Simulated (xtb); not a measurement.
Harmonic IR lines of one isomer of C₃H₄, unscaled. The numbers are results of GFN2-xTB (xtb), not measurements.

wavenumber (cm⁻¹): 732 (m), 947 (w), 1050 (m), 1065 (w), 1496 (w), 1775 (w), 3000 (vs), 3019 (vs), 3227 (w), 3252 (w)

Q: Say which structure gives these lines.
A) `C=C=C`
B) `C1=CC1`
C) `C#CC`

A: B, `C1=CC1`
